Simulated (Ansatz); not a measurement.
Cubic perovskite BaTiO₃ (cubic high-temperature phase), treated with PBEsol+SOC in Ansatz (PAW).

Numerical settings: plane-wave cutoff 520 eV, 8×8×8 k mesh, Fermi–Dirac smearing 0.01 eV, PAW data made under PBE.

Cell (relaxed at this level):

```cif
data_BaO3Ti
_chemical_formula_sum 'Ba1 Ti1 O3'
_space_group_name_H-M_alt 'Pm-3m'
_space_group_IT_number 221
_space_group_name_Hall '-P 4 2 3'
_cell_length_a 3.96993
_cell_length_b 3.96993
_cell_length_c 3.96993
_cell_angle_alpha 90.000
_cell_angle_beta 90.000
_cell_angle_gamma 90.000
loop_
_atom_site_label
_atom_site_type_symbol
_atom_site_symmetry_multiplicity
_atom_site_Wyckoff_symbol
_atom_site_fract_x
_atom_site_fract_y
_atom_site_fract_z
_atom_site_occupancy
Ba1 Ba 1 a 0.00000 0.00000 0.00000 1
Ti1 Ti 1 b 0.50000 0.50000 0.50000 1
O1 O 3 c 0.00000 0.50000 0.50000 1
```

**Question.** Predict the bulk modulus B0, band gap, smallest direct gap on the k points sampled and pressure derivative B′ of the bulk modulus.

**Answer.** 
- bulk modulus B0 = 180 GPa
- band gap = 1.80 eV (indirect)
- smallest direct gap on the k points sampled = 1.83 eV
- pressure derivative B′ of the bulk modulus = 4.5

Measured, for comparison: band gap 3.2 eV (temperature not stated, no zero-point or thermal correction; as tabulated in Matsushita et al. (2011), arXiv:1104.2769); bulk modulus 162 GPa (temperature not stated, no zero-point or thermal correction, our sources range from 162 to 173; as tabulated in Matsushita et al. (2011), arXiv:1104.2769). Computed (rounded) less measured: band gap -1.40 eV, bulk modulus +11 % (+4 % to +11 % over the range).

Note: the relaxation could not lower the start's symmetry, so the cell can be a saddle point above a distorted one.

Ansatz is a first-principles code.
